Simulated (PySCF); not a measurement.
# AlB: bond curves at several levels of theory

Aim: find the lowest electronic state of AlB, scan its bond at several levels of theory, and get bond length, wavenumber and dissociation energy from each curve.

Method: Al pcseg-1, B pcseg-1, no relativity; program: PySCF 2.14.0.

## (1) The job

Settings of the job:

```
atoms                         : Al, B
charge                        : 0
basis                         : Al pcseg-1, B pcseg-1
Hamiltonian                   : no relativity
basis functions               : 32
electrons treated             : 18
masses in u                   : 26.9815, 11.0093
levels                        : PBE0, PBE, r²SCAN, PBEsol, BP86, BHandHLYP, HF, MP2, SCS-MP2, CCSD, CCSD(T)
grid                          : 80 radial by 434 angular points
occupations                   : held fixed by the projection of orbital angular momentum
dissociation limit            : Al + B, each in its ground configuration
starting distance in angstrom : 2.010
values of 2S to try           : 0, 2
```

Command:

```
$ OMP_NUM_THREADS=1 python dia.py task.json out
```

The runs that follow: First curve: PBE0; Higher solutions at PBE0; PBE (GGA); r²SCAN; PBEsol (GGA); BP86 (GGA); BHandHLYP; ROHF; Adding correlation.

What does the calculation give? Wanted: for each run, Re; ωe; De; μ.

As calculated:

Lowest PBE0 solution found, without spin–orbit coupling: ³Σ⁻ (triplet), unpaired electrons π ↑↑. State 2 has its PBE0 minimum 0.06 eV higher. State 3 has its PBE0 minimum 0.24 eV higher, as a spin-mixed determinant (⟨S²⟩ = 1.02), so this is no gap between pure states. State 4 has its PBE0 minimum 0.31 eV higher, as a spin-mixed determinant (⟨S²⟩ = 1.00), so this is no gap between pure states. The other levels ran on the lowest alone.

```csv
level,Re (Å),ωe (cm⁻¹),De (eV),μ (D)
ROHF,2.087,553,0.66,-1.71
ROHF-MP2,2.044,608,1.49,n/a
ROHF-SCS-MP2,2.044,606,1.26,n/a
ROHF-CCSD,2.046,608,1.51,n/a
ROHF-CCSD(T),2.042,613,1.69,n/a
PBE,2.049,598,2.32,-1.76
PBEsol,2.042,607,2.51,-1.77
BP86,2.055,588,2.21,-1.80
r²SCAN,2.017,639,2.33,-1.72
PBE0,2.026,620,2.05,-1.80
BHandHLYP,2.034,593,1.46,-1.85
```

De is counted to Al + B in their ground configurations. A positive dipole means Al(−)B(+). ⟨S²⟩ is off the pure value of 2.00 by over a tenth at r²SCAN 2.36, PBE0 2.24.

What this shows: The methods spread over 0.069 Å in bond length, from r²SCAN to ROHF. Of the levels with a De here, ROHF gives the least (0.66 eV) and PBEsol the most (2.51 eV).

Correlated steps freeze 6 core orbitals. T1 is 0.075 near the minimum (highest on the curve 0.079), which may point to more than one leading configuration.
